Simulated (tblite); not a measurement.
C4H6FO (charge +1).
Atom-mapped SMILES: `[CH3:1][CH2:2][C@H:3]([F:4])[C:5]#[O+:6]` (hydrogens: H7, H8, H9 on C1; H10, H11 on C2; H12 on C3)
Bond orders are those of one Lewis drawing.

Computed with GFN2-xTB (tblite), gas phase: Langevin dynamics at 300 K from the optimised GFN2-xTB geometry, time step 0.5 fs, friction 0.01 fs⁻¹, 2000 steps.

Start geometry:
```
atom  x, y, z in Å
C1     -1.560   -0.017    0.112
C2     -0.203   -0.221   -0.541
C3      0.903    0.307    0.449
F4      0.848    1.655    0.559
C5      2.139   -0.154   -0.061
O6      3.027   -0.617   -0.552
H7     -2.325   -0.304   -0.608
H8     -1.682   -0.635    0.998
H9     -1.718    1.026    0.377
H10    -0.130    0.356   -1.464
H11    -0.033   -1.277   -0.756
H12     0.735   -0.120    1.461
```

The statistics below take the 31 frames saved every 25 fs from 250 to 1000 fs; their kinetic temperature (all 3N coordinates) averages 282 K.

**Question.** Give the mean, spread and extremes of the bond lengths.

**Answer.** 
```csv
bond,start (Å),mean (Å),standard deviation (Å),shortest (Å),longest (Å)
C1–C2,1.520,1.526,0.034,1.466,1.635
C2–C3,1.575,1.588,0.038,1.492,1.659
C3–F4,1.354,1.357,0.028,1.310,1.412
C3–C5,1.414,1.420,0.022,1.363,1.466
C5≡O6,1.116,1.117,0.016,1.091,1.150
C1–H7,1.089,1.090,0.023,1.044,1.134
C1–H8,1.087,1.091,0.033,1.037,1.141
C1–H9,1.087,1.094,0.031,1.028,1.142
C2–H10,1.091,1.099,0.031,1.044,1.167
C2–H11,1.091,1.098,0.030,1.048,1.167
C3–H12,1.111,1.120,0.028,1.078,1.174
```

**Question.** Give the same statistics for bond angles, one of each kind among heavy atoms.

**Answer.** 
```json
{"angle": "C1–C2–C3", "start (°)": "108.2", "mean (°)": "111.3", "standard deviation (°)": "4.9", "smallest (°)": "103.3", "largest (°)": "119.4"}
{"angle": "C2–C3–F4", "start (°)": "110.9", "mean (°)": "112.1", "standard deviation (°)": "4.6", "smallest (°)": "103.5", "largest (°)": "124.2"}
{"angle": "C2–C3–C5", "start (°)": "106.1", "mean (°)": "106.4", "standard deviation (°)": "7.2", "smallest (°)": "87.2", "largest (°)": "121.6"}
{"angle": "F4–C3–C5", "start (°)": "112.9", "mean (°)": "111.6", "standard deviation (°)": "4.7", "smallest (°)": "102.5", "largest (°)": "118.8"}
{"angle": "C3–C5–O6", "start (°)": "171.9", "mean (°)": "169.4", "standard deviation (°)": "5.6", "smallest (°)": "156.7", "largest (°)": "178.7"}
```

**Question.** How far does each atom move about its mean position (frames aligned on the start, all atoms weighted alike), and what rms force does it feel?

**Answer.** 
```json
{"atom": "C1", "rms displacement (Å)": "0.19", "rms force (eV/Å)": "1.99"}
{"atom": "C2", "rms displacement (Å)": "0.18", "rms force (eV/Å)": "1.82"}
{"atom": "C3", "rms displacement (Å)": "0.22", "rms force (eV/Å)": "1.46"}
{"atom": "F4", "rms displacement (Å)": "0.71", "rms force (eV/Å)": "1.00"}
{"atom": "C5", "rms displacement (Å)": "0.37", "rms force (eV/Å)": "2.25"}
{"atom": "O6", "rms displacement (Å)": "0.82", "rms force (eV/Å)": "1.95"}
{"atom": "H7", "rms displacement (Å)": "0.33", "rms force (eV/Å)": "0.87"}
{"atom": "H8", "rms displacement (Å)": "0.55", "rms force (eV/Å)": "1.13"}
{"atom": "H9", "rms displacement (Å)": "0.50", "rms force (eV/Å)": "1.11"}
{"atom": "H10", "rms displacement (Å)": "0.42", "rms force (eV/Å)": "1.04"}
{"atom": "H11", "rms displacement (Å)": "0.40", "rms force (eV/Å)": "0.95"}
{"atom": "H12", "rms displacement (Å)": "0.59", "rms force (eV/Å)": "0.82"}
```

The displacements run from 0.18 to 0.82 Å, the largest at O6.

**Question.** Follow the torsion C1–C2–C3–F4 through every second one of these frames.

**Answer.** 
| t (fs) | C1–C2–C3–F4 (°) |
| --- | --- |
| 250 | -66 |
| 300 | -38 |
| 350 | -22 |
| 400 | -17 |
| 450 | 3 |
| 500 | 7 |
| 550 | 17 |
| 600 | 29 |
| 650 | 46 |
| 700 | 46 |
| 750 | 52 |
| 800 | 70 |
| 850 | 63 |
| 900 | 62 |
| 950 | 56 |
| 1000 | 67 |

Largest departure from the start value over all these frames: C1–C2–C3–F4 139° (start -69°).

The run is classical and short, so these are rough statistics of one trajectory.

The cost below is that of the whole dynamics run. Hardware: AMD EPYC 9R14, one thread, no GPU (shared host). Cost: 5.5 s, 0.18 GiB resident at most.
